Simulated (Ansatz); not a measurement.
Basis-set extrapolation for `CCCCCCCC` (PBE0-D4/def2-TZVP geometry, frozen core, Ansatz). Multiplicity 1, RHF reference.

```tsv
	def2-TZVPP	def2-QZVPP
HF	-313.550278	-313.565201
MP2 correlation	-1.415032	-1.502099
CCSD(T) correlation	-1.565710	not run
```

Energies in hartree. Use E(X) = E(∞) + A·exp(−7.88·√X) for Hartree–Fock and E(X) = E(∞) + B·X^(−2.97) for correlation, with X = 3 and 4, and add CCSD(T) minus MP2 of the smaller set to the MP2 limit.

Task: What is the CCSD(T) energy at the basis-set limit?

Result: HF limit: -313.565201 + (-0.014923) × 0.13774 = -313.56726. MP2 limit: -1.502099 + (-0.087067) × 0.74074 = -1.56659. Higher-order term: -1.565710 − (-1.415032) = -0.15068. Total: -315.28453 hartree, 442.5 kJ/mol below CCSD(T)/def2-TZVPP.
